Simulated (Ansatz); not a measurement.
hcp Zr was calculated with HSE06 (Ansatz, a first-principles code, plane waves, PAW).

Numerical settings: plane-wave cutoff 500 eV, 12×12×6 k mesh (along the axes of the cell as run), Fermi–Dirac smearing 0.1 eV, scalar-relativistic PAW data made under PBE.

Computed at the level's own relaxed cell.

Task: Estimate the equilibrium volume per atom, lattice parameter a and c axis length that the calculation returns.

Result: 
equilibrium volume per atom: 23.51 Å³/atom
lattice parameter a: 3.250 Å
c axis length: 5.139 Å

Measured, for comparison: lattice constant a 3.232 Å, lattice parameter c 5.148 Å (293 K, not corrected to a static lattice; as tabulated in Wikipedia's data pages). Computed (rounded) less measured: lattice constant a +0.6 %, lattice parameter c -0.2 %.

Note: exact exchange on metals is sensitive to the k mesh and can open a false gap; the run warned that the count of filled bands differs between k points.

Static lattice: no zero-point or thermal effects.

Computing time: around 14 core-minutes (rough).
